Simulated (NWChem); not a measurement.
Everything below was run with NWChem. System: CHF$_{3}$, charge 0, spin multiplicity 1, displaced from the optimised geometry. Level: CCSD(T)/cc-pVDZ, 4 core orbitals frozen, spin-restricted.

Output (cleaned and shortened):

```
             Northwest Computational Chemistry Package (NWChem) 7.3.0
             --------------------------------------------------------

                                NWChem Input Module
                                -------------------

 Scaling coordinates for geometry "geometry" by  1.889725989
 (inverse scale =  0.529177249)

                             Geometry "geometry" -> ""
                             -------------------------

 Output coordinates in angstroms (scale by  1.889725989 to convert to a.u.)

  No.       Tag          Charge          X              Y              Z
 ---- ---------------- ---------- -------------- -------------- --------------
    1 F                    9.0000     0.04506200    -0.57812600     0.99211200
    2 C                    6.0000    -0.33182400     0.02615300     0.00000000
    3 F                    9.0000     0.07783500    -0.63067200    -1.07838300
    4 F                    9.0000     0.22461100     1.23137000     0.00000000
    5 H                    1.0000    -1.43158200     0.11284300     0.00000000

 Effective nuclear repulsion energy (a.u.)     137.8503638520

            Nuclear Dipole moment (a.u.)
            ----------------------------
        X                 Y               Z
 ---------------- ---------------- ----------------
    -0.5573822392     0.8936684275    -1.4672569568


 Summary of "ao basis" -> "" (spherical)
 ------------------------------------------------------------------------------
       Tag                 Description            Shells   Functions and Types
 ---------------- ------------------------------  ------  ---------------------
 *                          cc-pvdz                   on all atoms

 Summary of "ao basis" -> "ao basis" (spherical)
 ------------------------------------------------------------------------------
       Tag                 Description            Shells   Functions and Types
 ---------------- ------------------------------  ------  ---------------------
 F                          cc-pvdz                  6       14   3s2p1d
 C                          cc-pvdz                  6       14   3s2p1d
 H                          cc-pvdz                  3        5   2s1p

                                 NWChem SCF Module
                                 -----------------

  ao basis        = "ao basis"
  functions       =    61
  atoms           =     5
  closed shells   =    17
  open shells     =     0
[...]
 ccsd(t): done        3 out of       44 progress:    6.8%
 ccsd(t): done        4 out of       44 progress:    9.1%
 ccsd(t): done        5 out of       44 progress:   11.4%
 ccsd(t): done        6 out of       44 progress:   13.6%
 ccsd(t): done        7 out of       44 progress:   15.9%
 ccsd(t): done        8 out of       44 progress:   18.2%
 ccsd(t): done        9 out of       44 progress:   20.5%
 ccsd(t): done       10 out of       44 progress:   22.7%
 ccsd(t): done       11 out of       44 progress:   25.0%
 ccsd(t): done       12 out of       44 progress:   27.3%
 ccsd(t): done       13 out of       44 progress:   29.5%
 ccsd(t): done       14 out of       44 progress:   31.8%
 ccsd(t): done       15 out of       44 progress:   34.1%
 ccsd(t): done       16 out of       44 progress:   36.4%
 ccsd(t): done       17 out of       44 progress:   38.6%
 ccsd(t): done       18 out of       44 progress:   40.9%
 ccsd(t): done       19 out of       44 progress:   43.2%
 ccsd(t): done       20 out of       44 progress:   45.5%
 ccsd(t): done       21 out of       44 progress:   47.7%
 ccsd(t): done       22 out of       44 progress:   50.0%
 ccsd(t): done       23 out of       44 progress:   52.3%
 ccsd(t): done       24 out of       44 progress:   54.5%
 ccsd(t): done       25 out of       44 progress:   56.8%
 ccsd(t): done       26 out of       44 progress:   59.1%
 ccsd(t): done       27 out of       44 progress:   61.4%
 ccsd(t): done       28 out of       44 progress:   63.6%
 ccsd(t): done       29 out of       44 progress:   65.9%
 ccsd(t): done       30 out of       44 progress:   68.2%
 ccsd(t): done       31 out of       44 progress:   70.5%
 ccsd(t): done       32 out of       44 progress:   72.7%
 ccsd(t): done       33 out of       44 progress:   75.0%
 ccsd(t): done       34 out of       44 progress:   77.3%
 ccsd(t): done       35 out of       44 progress:   79.5%
 ccsd(t): done       36 out of       44 progress:   81.8%
 ccsd(t): done       37 out of       44 progress:   84.1%
 ccsd(t): done       38 out of       44 progress:   86.4%
 ccsd(t): done       39 out of       44 progress:   88.6%
 ccsd(t): done       40 out of       44 progress:   90.9%
 ccsd(t): done       41 out of       44 progress:   93.2%
 ccsd(t): done       42 out of       44 progress:   95.5%
 ccsd(t): done       43 out of       44 progress:   97.7%
 ccsd(t): done       44 out of       44 progress:  100.0%
 Time for integral evaluation pass     1        3.78
 Time for triples evaluation pass      1        4.56

 pseudo-e(mp4)  -0.13783567691634E-01
 pseudo-e(mp5)   0.12681829349235E-02
        e(t)    -0.12515384756711E-01

 --------------
 CCSD(T) Energy
 --------------
 Reference energy:                    -336.780637514853424

 CCSD corr. energy:                     -0.698249738785299
 T(CCSD) corr. energy:                  -0.013783567691634
 Total CCSD+T(CCSD) energy:           -337.492670821330364

 CCSD corr. energy:                     -0.698249738785299
 (T) corr. energy:                      -0.012515384756711
 Total CCSD(T) energy:                -337.491402638395414

 routine      calls  cpu(0)   cpu-min  cpu-ave  cpu-max   i/o
 aoccsd          1     0.03     0.03     0.03     0.03    0.00
 iterdrv         1     0.02     0.02     0.02     0.02    0.00
 pampt          10     0.13     0.13     0.13     0.13    0.00
 t2pm           10     0.22     0.22     0.22     0.22    0.00
 sxy            10     0.29     0.29     0.29     0.29    0.00
 ints      1427820    22.27    22.27    22.27    22.27    0.00
 t2eri        3780     5.02     5.02     5.02     5.02    0.00
 idx2         3780     1.09     1.09     1.09     1.09    0.00
 idx34          10     0.11     0.11     0.11     0.11    0.00
 ht2pm          10     0.25     0.25     0.25     0.25    0.00
 itm            10     1.27     1.27     1.27     1.27    0.00
 pdiis          10     0.03     0.03     0.03     0.03    0.00
 triples         1     0.00     0.00     0.00     0.00    0.00
 rdtrpo          1     0.02     0.02     0.02     0.02    0.00
 trpmos          1     3.78     3.78     3.78     3.78    0.00
 trpdrv          1     0.59     0.59     0.59     0.59    0.00
 dovvv      104104     1.68     1.68     1.68     1.68    0.00
 doooo      104104     0.70     0.70     0.70     0.70    0.00
 tengy       96668     1.51     1.51     1.51     1.51    0.00
 Total                39.02    39.02    39.02    39.02    0.00

 Task  times  cpu:       43.1s     wall:       43.1s

 Total times  cpu:       43.1s     wall:       43.1s
```

Task: Write an NWChem input that would produce this output.

Result: This is not unique; one that fits is 
```
start mol
memory heap 100 mb stack 700 mb global 1900 mb
geometry units angstroms nocenter noautoz noautosym
  F      0.045062    -0.578126     0.992112
  C     -0.331824     0.026153     0.000000
  F      0.077835    -0.630672    -1.078383
  F      0.224611     1.231370     0.000000
  H     -1.431582     0.112843     0.000000
end
basis spherical
  * library cc-pvdz
end
scf
  rhf
  nopen 0
  maxiter 100
  thresh 1e-7
  semidirect memsize 60000000 filesize 0
end
ccsd
  freeze core 4
  maxiter 60
end
task ccsd(t) energy
```
